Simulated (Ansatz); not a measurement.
The input, for Ansatz 0.2.0:

```yaml
crystal:
  periodic: [false, false, false]
  atoms:
    - {symbol: Ge, position_ang: [0.000000, -0.325890, 0.000000]}
    - {symbol: F, position_ang: [0.000000, 0.623017, -1.456249]}
    - {symbol: F, position_ang: [0.000000, 0.623017, 1.456249]}
basis:
  gaussian: {orbitals: cc-pVDZ}
total_charge: 1
magnetization: {spin_polarized: false, initial_magnetization: 1}
correlation: {active_space: {window: {electrons: 15, orbitals: 9}}}
output: {forces: true}
```

```sh
$ ansatz run in.yaml --threads 1 --pin off --events-out ev --progress --plain --max-ram 2393MiB
```

(1) Roughly how long does this take on 1 thread of Arm Neoverse V2, shared host, and how much host memory?

```
589 factors; integrals over basis functions are off by at most 5.7e-4 eV
mean field evaluation 1: about -61866.5695 eV, gradient 6.8e1 eV
mean field evaluation 2: about -61866.5963 eV, gradient 6.8e1 eV
mean field evaluation 4: about -61875.6074 eV, gradient 3.1e0 eV
mean field evaluation 8: about -61875.7548 eV, gradient 4.6e-1 eV
mean field evaluation 16: about -61867.6697 eV, gradient 4.2e1 eV
mean field evaluation 32: about -61875.7565 eV, gradient 2.4e-1 eV
mean field -61875.75684052 eV, -2273.8921229948 hartree, gradient 5.1e-6 eV, S^2 0.750000; 0 other end points of the search recorded, 0 dependent functions left out
reference -61875.75684052 eV, -2273.8921229948 hartree; 25, 24 occupied and 30, 31 virtual orbitals, 589 factors
state -61876.53446814 eV, -2273.9207002826 hartree
the calculation of the forces begins
WARN: the results are in doubt because the forces break the atoms' symmetry
Total energy: -61876.53446814 eV, -2273.9207002826 hartree
Atom 0 at     0.000000    -0.325890     0.000000 Å, force     0.000000     1.770458     1.163236 eV/Å
Atom 1 at     0.000000     0.623017    -1.456249 Å, force    -0.000000    -0.506241     0.604487 eV/Å
Atom 2 at     0.000000     0.623017     1.456249 Å, force    -0.000000    -1.264218    -1.767723 eV/Å
Dipole moment:     0.000000    -0.778652    -0.081162 e Å
In doubt: the forces break the atoms' symmetry
```

Answers

(1) 8.5 s wall and 0.17 GiB.
